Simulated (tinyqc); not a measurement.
UHF in the sto-3g basis, for LiH+, spin multiplicity 2, step by step (part 2 of 2). Computed by tinyqc, a small Python program that keeps every step (integrals from PySCF). Command: `OMP_NUM_THREADS=1 python tinyqc.py 27768 27769 out.jsonl` (the two numbers bound the seeds that draw the settings). One thread of a shared host (Intel(R) Xeon(R) Processor @ 2.60GHz), about 0.1 s of CPU time with the checks.

Geometry (angstrom):
```
atom         x         y         z
Li    0.000000  0.000000  0.000000
H     0.000000  0.000000  2.474000
```

## Iteration 2: diagonalisation and new density

extrapolated F(alpha) (hartree):
```
            1Li 1s     1Li 2s    1Li 2px    1Li 2py    1Li 2pz      2H 1s
1Li 1s   -2.624977  -0.690171  -0.003817   0.008348  -0.007717  -0.028276
1Li 2s   -0.690171  -0.415652   0.002769   0.037456  -0.078236  -0.244441
1Li 2px  -0.003817   0.002769  -0.069716  -0.002940   0.003718   0.005316
1Li 2py   0.008348   0.037456  -0.002940  -0.084011   0.019080   0.044549
1Li 2pz  -0.007717  -0.078236   0.003718   0.019080  -0.133729  -0.273613
2H 1s    -0.028276  -0.244441   0.005316   0.044549  -0.273613  -0.634356
```

extrapolated F(beta) (hartree):
```
            1Li 1s     1Li 2s    1Li 2px    1Li 2py    1Li 2pz      2H 1s
1Li 1s   -2.642920  -0.699893  -0.002024  -0.006305  -0.006235  -0.026683
1Li 2s   -0.699893  -0.322308  -0.002605  -0.019575  -0.018202  -0.089300
1Li 2px  -0.002024  -0.002605  -0.054473   0.000972   0.001022  -0.000925
1Li 2py  -0.006305  -0.019575   0.000972  -0.052499   0.000012  -0.002248
1Li 2pz  -0.006235  -0.018202   0.001022   0.000012  -0.069436  -0.118762
2H 1s    -0.026683  -0.089300  -0.000925  -0.002248  -0.118762  -0.075734
```

X:
```
                 1          2         3          4          5         6
1Li 1s    0.386646   0.712423  0.000000   0.000000   0.575203  0.275531
1Li 2s   -0.658306  -0.542508  0.000000   0.000000   0.442083  0.436644
1Li 2px   0.000000   0.000000  0.070655   0.997501   0.000000  0.000000
1Li 2py   0.000000   0.000000  0.997501  -0.070655   0.000000  0.000000
1Li 2pz  -0.629433   0.556674  0.000000   0.000000  -0.485840  0.404355
2H 1s     0.816082  -0.345803  0.000000   0.000000  -0.290630  0.533558
```

D(alpha) after iteration 1:
```
            1Li 1s     1Li 2s    1Li 2px    1Li 2py    1Li 2pz      2H 1s
1Li 1s    0.914030  -0.139884   0.043851  -0.076577   0.067502  -0.049139
1Li 2s   -0.139884   0.218753  -0.039761  -0.077286  -0.048303   0.296786
1Li 2px   0.043851  -0.039761   0.013354  -0.002560   0.029404  -0.031860
1Li 2py  -0.076577  -0.077286  -0.002560   0.170446   0.004866  -0.245164
1Li 2pz   0.067502  -0.048303   0.029404   0.004866   0.099653  -0.026884
2H 1s    -0.049139   0.296786  -0.031860  -0.245164  -0.026884   0.548411
```

D(beta) after iteration 1:
```
            1Li 1s     1Li 2s    1Li 2px    1Li 2py    1Li 2pz      2H 1s
1Li 1s    0.825889  -0.044855   0.018544   0.021737   0.061728  -0.042131
1Li 2s   -0.044855   0.047052  -0.020267  -0.022814  -0.066687   0.052644
1Li 2px   0.018544  -0.020267   0.008730   0.009827   0.028726  -0.022683
1Li 2py   0.021737  -0.022814   0.009827   0.011062   0.032334  -0.025525
1Li 2pz   0.061728  -0.066687   0.028726   0.032334   0.094521  -0.074631
2H 1s    -0.042131   0.052644  -0.022683  -0.025525  -0.074631   0.058982
```

overlap S:
```
           1Li 1s    1Li 2s   1Li 2px   1Li 2py   1Li 2pz     2H 1s
1Li 1s   1.000000  0.241137  0.000000  0.000000  0.000000  0.008741
1Li 2s   0.241137  1.000000  0.000000  0.000000  0.000000  0.202056
1Li 2px  0.000000  0.000000  1.000000  0.000000  0.000000  0.000000
1Li 2py  0.000000  0.000000  0.000000  1.000000  0.000000  0.000000
1Li 2pz  0.000000  0.000000  0.000000  0.000000  1.000000  0.302430
2H 1s    0.008741  0.202056  0.000000  0.000000  0.302430  1.000000
```

Diagonalise F' = X^T F X, C = X C', fill 2 alpha and 1 beta electrons from the bottom; D(s) = C_occ C_occ^T; the new density keeps 0.2 of the old one (damping). Each column has its largest component positive (the first on a tie).

F' = X^T F X (alpha) (hartree):
```
           1          2          3          4          5          6
1  -0.231855  -0.317363   0.002817  -0.001503  -0.295529  -0.363058
2  -0.317363  -0.969740  -0.019390  -0.002626  -1.036650  -0.390058
3   0.002817  -0.019390  -0.084354  -0.001903  -0.001160   0.050332
4  -0.001503  -0.002626  -0.001903  -0.069373  -0.004251   0.000943
5  -0.295529  -1.036650  -0.001160  -0.004251  -1.352961  -0.557150
6  -0.363058  -0.390058   0.050332   0.000943  -0.557150  -0.916672
```

orbital energies (alpha) (hartree): MO1 -2.626524, MO2 -0.679242, MO3 -0.161436, MO4 -0.077245, MO5 -0.069014, MO6 -0.011494

coefficients C (alpha):
```
               MO1        MO2        MO3        MO4        MO5        MO6
1Li 1s    0.993419  -0.078609  -0.255832  -0.051715   0.009220  -0.050470
1Li 2s    0.026024   0.250439   0.982463   0.205880  -0.044140   0.202021
1Li 2px   0.001449  -0.010476  -0.018830   0.279930   0.959348   0.028705
1Li 2py  -0.003639  -0.084171  -0.197036   0.934764  -0.279017   0.049449
1Li 2pz   0.004367   0.146018  -0.157200  -0.077161  -0.009694   1.026409
2H 1s    -0.002152   0.865575  -0.369566   0.030076   0.008913  -0.517621
```

F' = X^T F X (beta) (hartree):
```
           1          2          3          4          5          6
1  -0.067371  -0.392993   0.008552  -0.001074  -0.382664  -0.196739
2  -0.392993  -0.894414   0.006956   0.000370  -0.996046  -0.547320
3   0.008552   0.006956  -0.052372   0.000823  -0.011783  -0.011576
4  -0.001074   0.000370   0.000823  -0.054600  -0.001716  -0.000960
5  -0.382664  -0.996046  -0.011783  -0.001716  -1.306524  -0.687785
6  -0.196739  -0.547320  -0.011576  -0.000960  -0.687785  -0.571932
```

orbital energies (beta) (hartree): MO1 -2.644666, MO2 -0.188104, MO3 -0.102551, MO4 -0.054783, MO5 -0.048054, MO6 0.090946

coefficients C (beta):
```
               MO1        MO2        MO3        MO4        MO5        MO6
1Li 1s    0.993066  -0.189604  -0.176715  -0.006033   0.055705   0.085552
1Li 2s    0.027474   0.689382   0.681660   0.021860  -0.220894  -0.351913
1Li 2px   0.000800   0.010468   0.030740   0.971832   0.233350  -0.005994
1Li 2py   0.002619   0.098203   0.228024  -0.233698   0.939596   0.029969
1Li 2pz   0.003755   0.334951  -0.594846  -0.020720   0.129351  -0.788927
2H 1s    -0.004374   0.458907  -0.352943   0.009140   0.011105   0.905167
```

D(alpha) after iteration 2:
```
            1Li 1s     1Li 2s    1Li 2px    1Li 2py    1Li 2pz      2H 1s
1Li 1s    0.977254  -0.023044   0.010580  -0.012914   0.007789  -0.065972
1Li 2s   -0.023044   0.094468  -0.010021  -0.032397   0.019685   0.232732
1Li 2px   0.010580  -0.010021   0.002760   0.000189   0.004662  -0.013629
1Li 2py  -0.012914  -0.032397   0.000189   0.039768  -0.008872  -0.107312
1Li 2pz   0.007789   0.019685   0.004662  -0.008872   0.037003   0.095728
2H 1s    -0.065972   0.232732  -0.013629  -0.107312   0.095728   0.709061
```

D(beta) after iteration 2:
```
            1Li 1s     1Li 2s    1Li 2px    1Li 2py    1Li 2pz      2H 1s
1Li 1s    0.954122   0.012856   0.004344   0.006428   0.015329  -0.011901
1Li 2s    0.012856   0.010014  -0.004036  -0.004505  -0.013255   0.010433
1Li 2px   0.004344  -0.004036   0.001747   0.001967   0.005748  -0.004539
1Li 2py   0.006428  -0.004505   0.001967   0.002218   0.006475  -0.005114
1Li 2pz   0.015329  -0.013255   0.005748   0.006475   0.018915  -0.014939
2H 1s    -0.011901   0.010433  -0.004539  -0.005114  -0.014939   0.011812
```

## Iteration 18 (converged): orbitals

converged F(alpha) (hartree):
```
            1Li 1s     1Li 2s    1Li 2px    1Li 2py    1Li 2pz      2H 1s
1Li 1s   -2.720748  -0.727169   0.000000   0.000000   0.000640  -0.028355
1Li 2s   -0.727169  -0.397108   0.000000   0.000000  -0.055200  -0.212615
1Li 2px   0.000000   0.000000  -0.090278   0.000000   0.000000   0.000000
1Li 2py   0.000000   0.000000   0.000000  -0.090278   0.000000   0.000000
1Li 2pz   0.000640  -0.055200   0.000000   0.000000  -0.167458  -0.292612
2H 1s    -0.028355  -0.212615   0.000000   0.000000  -0.292612  -0.669772
```

converged F(beta) (hartree):
```
            1Li 1s     1Li 2s    1Li 2px    1Li 2py    1Li 2pz      2H 1s
1Li 1s   -2.719347  -0.727015   0.000000   0.000000   0.000556  -0.028382
1Li 2s   -0.727015  -0.359143   0.000000   0.000000  -0.002862  -0.080625
1Li 2px   0.000000   0.000000  -0.086471   0.000000   0.000000   0.000000
1Li 2py   0.000000   0.000000   0.000000  -0.086471   0.000000   0.000000
1Li 2pz   0.000556  -0.002862   0.000000   0.000000  -0.093673  -0.098801
2H 1s    -0.028382  -0.080625   0.000000   0.000000  -0.098801   0.039606
```

Diagonalise F' = X^T F X, C = X C', fill 2 alpha and 1 beta electrons from the bottom; D(s) = C_occ C_occ^T. Each column has its largest component positive (the first on a tie).

F' = X^T F X (alpha) (hartree):
```
           1          2          3          4          5          6
1  -0.255955  -0.312368   0.000000   0.000000  -0.298492  -0.397330
2  -0.312368  -0.986969   0.000000   0.000000  -1.063298  -0.433078
3   0.000000   0.000000  -0.090278   0.000000   0.000000   0.000000
4   0.000000   0.000000   0.000000  -0.090278   0.000000   0.000000
5  -0.298492  -1.063298   0.000000   0.000000  -1.438876  -0.559766
6  -0.397330  -0.433078   0.000000   0.000000  -0.559766  -0.928303
```

orbital energies (alpha) (hartree): MO1 -2.722909, MO2 -0.694914, MO3 -0.160115, MO4 -0.090278, MO5 -0.090278, MO6 -0.032165

coefficients C (alpha):
```
               MO1        MO2        MO3       MO4        MO5        MO6
1Li 1s    0.992226  -0.051561  -0.266731  0.000000   0.000000  -0.074168
1Li 2s    0.030584   0.150919   1.000275  0.000000   0.000000   0.299191
1Li 2px   0.000000   0.000000   0.000000  0.000235   1.000000   0.000000
1Li 2py   0.000000   0.000000   0.000000  1.000000  -0.000235   0.000000
1Li 2pz   0.001057   0.156878  -0.251348  0.000000   0.000000   1.008874
2H 1s    -0.003101   0.902160  -0.219258  0.000000   0.000000  -0.541056
```

F' = X^T F X (beta) (hartree):
```
           1          2          3          4          5          6
1  -0.035232  -0.424027   0.000000   0.000000  -0.421252  -0.146782
2  -0.424027  -0.924270   0.000000   0.000000  -0.991965  -0.582522
3   0.000000   0.000000  -0.086471   0.000000   0.000000   0.000000
4   0.000000   0.000000   0.000000  -0.086471   0.000000   0.000000
5  -0.421252  -0.991965   0.000000   0.000000  -1.355191  -0.737049
6  -0.146782  -0.582522   0.000000   0.000000  -0.737049  -0.543325
```

orbital energies (beta) (hartree): MO1 -2.721502, MO2 -0.182543, MO3 -0.113067, MO4 -0.086471, MO5 -0.086471, MO6 0.159093

coefficients C (beta):
```
               MO1        MO2        MO3       MO4        MO5        MO6
1Li 1s    0.992265  -0.260422   0.072446  0.000000   0.000000   0.078485
1Li 2s    0.030469   0.960244  -0.279775  0.000000   0.000000  -0.335420
1Li 2px   0.000000   0.000000   0.000000  0.934680  -0.355491   0.000000
1Li 2py   0.000000   0.000000   0.000000  0.355491   0.934680   0.000000
1Li 2pz   0.000858   0.121606   0.861093  0.000000   0.000000  -0.591055
2H 1s    -0.003753   0.181534   0.271504  0.000000   0.000000   1.023736
```

D(alpha) after iteration 18:
```
            1Li 1s    1Li 2s   1Li 2px   1Li 2py    1Li 2pz      2H 1s
1Li 1s    0.987171  0.022565  0.000000  0.000000  -0.007041  -0.049594
1Li 2s    0.022565  0.023712  0.000000  0.000000   0.023708   0.136059
1Li 2px   0.000000  0.000000  0.000000  0.000000   0.000000   0.000000
1Li 2py   0.000000  0.000000  0.000000  0.000000   0.000000   0.000000
1Li 2pz  -0.007041  0.023708  0.000000  0.000000   0.024612   0.141526
2H 1s    -0.049594  0.136059  0.000000  0.000000   0.141526   0.813903
```

D(beta) after iteration 18:
```
            1Li 1s     1Li 2s   1Li 2px   1Li 2py    1Li 2pz      2H 1s
1Li 1s    0.984590   0.030233  0.000000  0.000000   0.000851  -0.003724
1Li 2s    0.030233   0.000928  0.000000  0.000000   0.000026  -0.000114
1Li 2px   0.000000   0.000000  0.000000  0.000000   0.000000   0.000000
1Li 2py   0.000000   0.000000  0.000000  0.000000   0.000000   0.000000
1Li 2pz   0.000851   0.000026  0.000000  0.000000   0.000001  -0.000003
2H 1s    -0.003724  -0.000114  0.000000  0.000000  -0.000003   0.000014
```

Within a degenerate level the vectors are fixed only up to a rotation; this is one choice.

## Convergence

Stop when the energy changes by less than 1e-10 hartree and every element of the error matrix X^T (F D S - S D F) X (for each spin) is below 3e-06.

Course of the cycle:
```
iteration  E (hartree)     change  largest element of the error matrix
1          -2.91933045          -                             8.90e-01
2          -6.60559273  -3.69e+00                             2.56e-01
3          -7.40283886  -7.97e-01                             6.63e-02
4          -7.57259029  -1.70e-01                             1.50e-02
5          -7.60765268  -3.51e-02                             3.14e-03
6          -7.61475407  -7.10e-03                             5.76e-04
7          -7.61618030  -1.43e-03                             1.40e-04
8          -7.61646578  -2.85e-04                             2.83e-05
9          -7.61652289  -5.71e-05                             5.39e-06
10         -7.61653432  -1.14e-05                             1.08e-06
11         -7.61653660  -2.28e-06                             2.16e-07
12         -7.61653706  -4.57e-07                             4.32e-08
13         -7.61653715  -9.14e-08                             8.64e-09
14         -7.61653717  -1.83e-08                             1.76e-09
15         -7.61653717  -3.66e-09                             3.52e-10
16         -7.61653717  -7.31e-10                             7.04e-11
17         -7.61653717  -1.46e-10                             1.41e-11
18         -7.61653717  -2.92e-11                             2.82e-12
```

PySCF UHF in the same basis, after a stability check = -7.61653717 hartree

Converged in 18 iterations.

## Populations, bond orders and dipole

Mulliken: Z minus the diagonal of D S on the atom; Loewdin: the same with S^(1/2) D S^(1/2); Mayer order: 2 sum_s sum (D(s) S)_ij (D(s) S)_ji over the two atoms.

Charges (e):
```
atom  Mulliken   Loewdin  Mulliken spin
1Li   0.883720  0.858159       0.116195
2H    0.116280  0.141841       0.883805
```

Mayer bond orders:
```
pair     order
2-1   0.205367
```

dipole moment about the origin, x y z (debye): 0.000000  0.000000  0.638564

<S^2> of the determinant (pure state: 0.75) = 0.750000
